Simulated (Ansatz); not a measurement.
System: fcc Pb. Method: PBEsol (PAW; Ansatz, a quantum-chemistry and plane-wave program).

A relaxed, unreconstructed slab of the (111) face has 6 atoms, two equal faces of 10.541 Å² each and an energy of -70529.1780 eV. A bulk cell of 3 atoms with the same orientation and in-plane k mesh has -35264.8282 eV. Energies are extrapolated to zero smearing.

Settings: plane-wave cutoff 500 eV, 18×18×1 k mesh (along the axes of the cell as run), Fermi–Dirac smearing 0.1 eV, scalar-relativistic PAW data made under PBE.

Worked out: γ = (E_slab − N E_bulk per atom)/2A = [-70529.1780 − 6 × (-35264.8282/3)]/(2 × 10.541) = 0.0227 eV/Å². With 16.022 J/m² per eV/Å² this is 0.36 J/m², or 0.24 eV per surface cell and face.
